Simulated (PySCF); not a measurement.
**Vibration and rotation of LiAl**

RHF-CCSD(T) constants of LiAl, ¹Σ⁺ (singlet), closed shell (basis Li def2-SVPD, Al def2-SVPD; no relativity; PySCF 2.14; masses 7.0160 and 26.9815 u):

| Item | Value |
| --- | --- |
| ωe | 271.0 cm⁻¹ |
| ωexe | 1.68 cm⁻¹ |
| Be | 0.34531 cm⁻¹ |
| αe | 0.00369 cm⁻¹ |
| D (centrifugal) | 2.24e-06 cm⁻¹ |
| De to Li + Al | 0.84 eV |

Question: Give the vibrational terms G(v) and spacings up to v = 6.

Answer: G(v) = ωe(v+½) − ωexe(v+½)².

```json
{"v": "0", "G(v) (cm⁻¹)": "135.1", "G(v) − G(v−1)": "", "Bv (cm⁻¹)": "0.3435"}
{"v": "1", "G(v) (cm⁻¹)": "402.7", "G(v) − G(v−1)": "267.6", "Bv (cm⁻¹)": "0.3398"}
{"v": "2", "G(v) (cm⁻¹)": "667.0", "G(v) − G(v−1)": "264.3", "Bv (cm⁻¹)": "0.3361"}
{"v": "3", "G(v) (cm⁻¹)": "927.9", "G(v) − G(v−1)": "260.9", "Bv (cm⁻¹)": "0.3324"}
{"v": "4", "G(v) (cm⁻¹)": "1185.5", "G(v) − G(v−1)": "257.6", "Bv (cm⁻¹)": "0.3287"}
{"v": "5", "G(v) (cm⁻¹)": "1439.7", "G(v) − G(v−1)": "254.2", "Bv (cm⁻¹)": "0.3250"}
{"v": "6", "G(v) (cm⁻¹)": "1690.5", "G(v) − G(v−1)": "250.8", "Bv (cm⁻¹)": "0.3213"}
```

Question: How well does the Morse estimate ωe²/(4ωexe) reproduce De, and what is D0?

Answer: It gives 1.35 eV, 161 % of the computed De. D0 = De − G(0) = 0.84 − 0.02 = 0.82 eV.

Correlated steps freeze 5 core orbitals. Correlated levels converge slowly with the basis: in double zeta they bind strong bonds too weakly, by up to about 1 eV, and carry superposition errors of some tenths. Where the molecule has an RHF reference, its open-shell atoms are computed with UHF. The CCSD T1 diagnostic is raised, a sign that a single reference may not be enough here.
